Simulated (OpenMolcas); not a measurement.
**SiH (SMILES [SiH]): UMN15-L/6-311++G(3df,3pd)**

What is the energy change on altering one bond length of SiH at UMN15-L/6-311++G(3df,3pd)? 

The results are computed with OpenMolcas 26.06.

## 1. The molecule

SiH: 2 atoms, total charge 0, spin state doublet. SMILES: `[SiH]`. Geometry: relaxed at PBE0-D4/def2-TZVP.

Bond lengths: Si1–H2 1.532 Å.

## 2. Energy and gradient at UMN15-L/6-311++G(3df,3pd)

job.input reads:

```
&GATEWAY
  BasLib=$CurrDir
  Coord
  2
  angstrom
  Si       0.000000       0.000000      -0.007580
  H        0.000000       0.000000       1.524140
  Basis=6-311ppG3df3pd
  Group=NoSym

&SEWARD

&SCF
  UHF
  Spin=2
  KSDFT=2
  1.0 MGGA_X_MN15_L
  1.0 MGGA_C_MN15_L
  PrOrbitals=1 1

&ALASKA
```

The basis set 6-311++G(3df,3pd) is read from a file made from the Basis Set Exchange's data (not shown).

Launch:

```bash
export MOLCAS_MEM=1860
pymolcas job.input > job.log
```

The log of the run:

```text
--- Start Module: gateway ---
[...]
--- Stop Module: gateway /rc=_RC_ALL_IS_WELL_ ---
[...]
      Basis functions           65
[...]
--- Start Module: scf ---
[...]
       Convergence after   9 Iterations
[...]
::    Total KS-DFT energy                            -289.9300037158
[...]
      Total spin, S                                     0.5052047328
[...]
      Total electronic charge=   15.000000
      Total            charge=   -0.000000
[...]
      Dipole Moment (debye):
      Origin of the operator (angstrom)=    0.0000    0.0000    0.0457
                   X=  1.2934E-15               Y= -1.8380E-15               Z=  1.3976E-01           Total=  1.3976E-01
      Quadrupole Moment (debye*angstrom):
[...]
--- Stop Module: scf /rc=_RC_ALL_IS_WELL_ ---
[...]
--- Start Module: alaska ---
[...]
 *              Molecular gradients               *
 **************************************************
  Irreducible representation: a
 ------------------------------------------------------------------------------------------
                              X                       Y                       Z
 ------------------------------------------------------------------------------------------
  SI1               1.19622072447933E-15   -8.78020552666424E-16    8.09492785517478E-02
  H2               -1.19665440534833E-15    8.78020552666425E-16   -8.09492785517461E-02
 ------------------------------------------------------------------------------------------
--- Stop Module: alaska /rc=_RC_ALL_IS_WELL_ ---
[...]
```

It took 4.5 s on 1 thread of Arm Neoverse V2, shared host; peak memory 0.4 GiB.

## 3. The distorted shape at the same level

job.input reads:

```
* HSi Kohn-Sham DFT
&gateway
baslib=$CurrDir
coord
2
angstrom
Si       0.000000       0.000000      -0.160760
H        0.000000       0.000000       1.524140
basis=6-311ppG3df3pd
group=NoSym
&seward
&scf
uhf
spin=2
ksdft=2
1.0 MGGA_X_MN15_L
1.0 MGGA_C_MN15_L
prorbitals=1 1
&alaska
```

The basis set 6-311++G(3df,3pd) is read from a file made from the Basis Set Exchange's data (not shown).

Launch:

```bash
export MOLCAS_MEM=1860
pymolcas job.input > job.log
```

The log of the run:

```text
--- Start Module: gateway ---
[...]
--- Stop Module: gateway /rc=_RC_ALL_IS_WELL_ ---
[...]
      Basis functions           65
[...]
--- Start Module: scf ---
[...]
       Convergence after   9 Iterations
[...]
::    Total KS-DFT energy                            -289.9249843027
[...]
      Total spin, S                                     0.5052222585
[...]
      Total electronic charge=   15.000000
      Total            charge=   -0.000000
[...]
      Dipole Moment (debye):
      Origin of the operator (angstrom)=    0.0000    0.0000   -0.1022
                   X=  2.0590E-14               Y= -2.3874E-14               Z= -2.7609E-01           Total=  2.7609E-01
      Quadrupole Moment (debye*angstrom):
[...]
--- Stop Module: scf /rc=_RC_ALL_IS_WELL_ ---
[...]
--- Start Module: alaska ---
[...]
 *              Molecular gradients               *
 **************************************************
  Irreducible representation: a
 ------------------------------------------------------------------------------------------
                              X                       Y                       Z
 ------------------------------------------------------------------------------------------
  SI1              -3.20309100196506E-16    3.71970255751694E-16    2.92290887716606E-02
  H2                3.18953847480899E-16   -3.71970255751695E-16   -2.92290887716611E-02
 ------------------------------------------------------------------------------------------
--- Stop Module: alaska /rc=_RC_ALL_IS_WELL_ ---
[...]
```

It took 4.2 s on 1 thread of Arm Neoverse V2, shared host; peak memory 0.4 GiB.

## 4. Results

At UMN15-L/6-311++G(3df,3pd):

```
                                                          quantity          value
                                         first shape: total energy  -289.93000 Eh
                                        first shape: dipole moment         0.14 D
                   first shape: HOMO energy (highest over α and β)       -4.73 eV
                    first shape: LUMO energy (lowest over α and β)       -3.90 eV
                                                 first shape: ⟨S²⟩          0.760
                                     distorted shape: total energy  -289.92498 Eh
                                    distorted shape: dipole moment         0.28 D
               distorted shape: HOMO energy (highest over α and β)       -4.80 eV
                distorted shape: LUMO energy (lowest over α and β)       -3.95 eV
                                             distorted shape: ⟨S²⟩          0.760
energy change with the Si1–H2 bond stretched from 1.532 to 1.685 Å       0.137 eV
```

**Reading.** This program's gradients are faulty for this kind of reference, so any forces in the log (distorted shape) can't be trusted; the energy can. This program's gradients are faulty for this kind of reference, so any forces in the log (first shape) can't be trusted; the energy can. With the Si1–H2 bond stretched from 1.532 to 1.685 Å the energy rises by 0.14 eV (3.1 kcal/mol). The first shape isn't relaxed at this level, so the change isn't measured from a minimum.
